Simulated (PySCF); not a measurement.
# Fractional electron number in Li (lithium, neutral)

The 2s alpha orbital of [He] 2s1 is emptied in steps (occupation f), with all orbitals relaxed, ending at 1s2. Computed with PySCF 2.14 in def2-SVP, with no relativity, point nucleus. The exact energy is a straight line in f; departures are measured from the line between the end points of the same method.

```json
{"f": "1", "UHF (eV)": "0.000", "LDA (eV)": "0.000", "PBE (eV)": "0.000", "PBE0 (eV)": "0.000", "LC-wPBE (eV)": "0.000", "BHandHLYP (eV)": "0.000", "wB97X (eV)": "0.000", "r2SCAN0 (eV)": "0.000", "B3LYP (eV)": "0.000"}
{"f": "0.8", "UHF (eV)": "0.000", "LDA (eV)": "-0.357", "PBE (eV)": "-0.368", "PBE0 (eV)": "-0.270", "LC-wPBE (eV)": "0.004", "BHandHLYP (eV)": "-0.198", "wB97X (eV)": "0.003", "r2SCAN0 (eV)": "-0.246", "B3LYP (eV)": "-0.308"}
{"f": "0.6", "UHF (eV)": "0.000", "LDA (eV)": "-0.523", "PBE (eV)": "-0.543", "PBE0 (eV)": "-0.396", "LC-wPBE (eV)": "0.008", "BHandHLYP (eV)": "-0.293", "wB97X (eV)": "0.007", "r2SCAN0 (eV)": "-0.350", "B3LYP (eV)": "-0.455"}
{"f": "0.4", "UHF (eV)": "0.000", "LDA (eV)": "-0.499", "PBE (eV)": "-0.526", "PBE0 (eV)": "-0.382", "LC-wPBE (eV)": "0.011", "BHandHLYP (eV)": "-0.288", "wB97X (eV)": "0.006", "r2SCAN0 (eV)": "-0.325", "B3LYP (eV)": "-0.443"}
{"f": "0.2", "UHF (eV)": "0.000", "LDA (eV)": "-0.302", "PBE (eV)": "-0.330", "PBE0 (eV)": "-0.237", "LC-wPBE (eV)": "0.010", "BHandHLYP (eV)": "-0.186", "wB97X (eV)": "-0.003", "r2SCAN0 (eV)": "-0.183", "B3LYP (eV)": "-0.280"}
{"f": "0", "UHF (eV)": "0.000", "LDA (eV)": "0.000", "PBE (eV)": "0.000", "PBE0 (eV)": "0.000", "LC-wPBE (eV)": "0.000", "BHandHLYP (eV)": "0.000", "wB97X (eV)": "0.000", "r2SCAN0 (eV)": "0.000", "B3LYP (eV)": "0.000"}
```

```json
{"method": "UHF", "E(f=0) − E(f=1) (eV)": "5.229", "−ε at f=1 (eV)": "5.229", "−ε at f=0.4 (eV)": "5.229"}
{"method": "LDA", "E(f=0) − E(f=1) (eV)": "5.374", "−ε at f=1 (eV)": "3.115", "−ε at f=0.4 (eV)": "5.948"}
{"method": "PBE", "E(f=0) − E(f=1) (eV)": "5.498", "−ε at f=1 (eV)": "3.178", "−ε at f=0.4 (eV)": "6.048"}
{"method": "PBE0", "E(f=0) − E(f=1) (eV)": "5.475", "−ε at f=1 (eV)": "3.763", "−ε at f=0.4 (eV)": "5.885"}
{"method": "LC-wPBE", "E(f=0) − E(f=1) (eV)": "5.492", "−ε at f=1 (eV)": "5.504", "−ε at f=0.4 (eV)": "5.500"}
{"method": "BHandHLYP", "E(f=0) − E(f=1) (eV)": "5.419", "−ε at f=1 (eV)": "4.175", "−ε at f=0.4 (eV)": "5.694"}
{"method": "wB97X", "E(f=0) − E(f=1) (eV)": "5.206", "−ε at f=1 (eV)": "5.210", "−ε at f=0.4 (eV)": "5.182"}
{"method": "r2SCAN0", "E(f=0) − E(f=1) (eV)": "5.307", "−ε at f=1 (eV)": "3.725", "−ε at f=0.4 (eV)": "5.732"}
{"method": "B3LYP", "E(f=0) − E(f=1) (eV)": "5.538", "−ε at f=1 (eV)": "3.602", "−ε at f=0.4 (eV)": "5.987"}
```

Orbital energy along the path (eV):

| f | UHF | LDA | PBE | PBE0 | LC-wPBE | BHandHLYP | wB97X | r2SCAN0 | B3LYP |
| --- | --- | --- | --- | --- | --- | --- | --- | --- | --- |
| 1 | -5.229 | -3.115 | -3.178 | -3.763 | -5.504 | -4.175 | -5.210 | -3.725 | -3.602 |
| 0.8 | -5.229 | -4.065 | -4.139 | -4.485 | -5.514 | -4.686 | -5.227 | -4.435 | -4.401 |
| 0.6 | -5.229 | -5.025 | -5.108 | -5.201 | -5.514 | -5.196 | -5.216 | -5.127 | -5.204 |
| 0.4 | -5.229 | -5.948 | -6.048 | -5.885 | -5.500 | -5.694 | -5.182 | -5.732 | -5.987 |
| 0.2 | -5.229 | -6.733 | -6.890 | -6.489 | -5.469 | -6.160 | -5.159 | -6.254 | -6.697 |
| 0 | -5.229 | -6.387 | -6.573 | -6.191 | -5.412 | -6.367 | -4.994 | -4.900 | -6.826 |

As f goes to zero the orbital energy of a semilocal functional can turn back, because the density of that orbital vanishes from the exchange-correlation potential.

Reference removal energy between the ground levels: 5.392 eV (measured; NIST Atomic Spectra Database, ionization energies). UHF lacks correlation.
